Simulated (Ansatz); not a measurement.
**Relaxing I**

Method: DFT r2SCAN, scalar-relativistic, plane waves, PAW in Ansatz 0.2.0. Cutoff 500 eV, Γ-centred k mesh, Gaussian smearing, no spin polarisation in the final step.

The start puts I on the simple cubic structure type (Pm-3m, No. 221), at a guessed volume.

```
I
1.0
     3.60664    0.00000    0.00000
     0.00000    3.60664    0.00000
     0.00000    0.00000    3.60664
I
1
Cartesian
  0.0000 0.0000 0.0000
```

Steps on the 12×12×12 mesh (1 atom). 5 of 6 steps are shown, and the free energy counts from the last. Trial steps that were taken back and renewals of the plane-wave basis can be among the rows.

```tsv
step	ΔF (meV/atom)	V (Å³/atom)	P (GPa)
1	47.1	46.91	-2.25
2	11.3	43.80	-1.30
3	1.2	40.14	0.64
4	-0.5	41.28	-0.09
6	0.0	41.14	-0.02
```

A final relaxation ran on a 12×12×12 mesh. The relaxed crystal, Pm-3m (No. 221):

Space group Pm-3m (No. 221). a = 3.452 Å, b = 3.452 Å, c = 3.452 Å, α = 90.00°, β = 90.00°, γ = 90.00°
```csv
atom,site,symmetry,x,y,z
I,1a,m-3m,0.0000,0.0000,0.0000
```

```json
{
 "Volume per atom": "41.14 Å³",
 "Density": "5.12 g/cm³",
 "Energy over the standard structure": "0.39 eV/atom",
 "Gap on the 12×12×12 mesh": "0 eV (a metal)"
}
```

Energies count from the standard state of I at the same level.

The final run used a 12×12×12 mesh on its 1-atom cell and 0.10 eV smearing. The k mesh leaves about 4 meV/atom of noise in metals. Spin–orbit coupling is left out.

A structure relaxed within its symmetry needn't be a true minimum.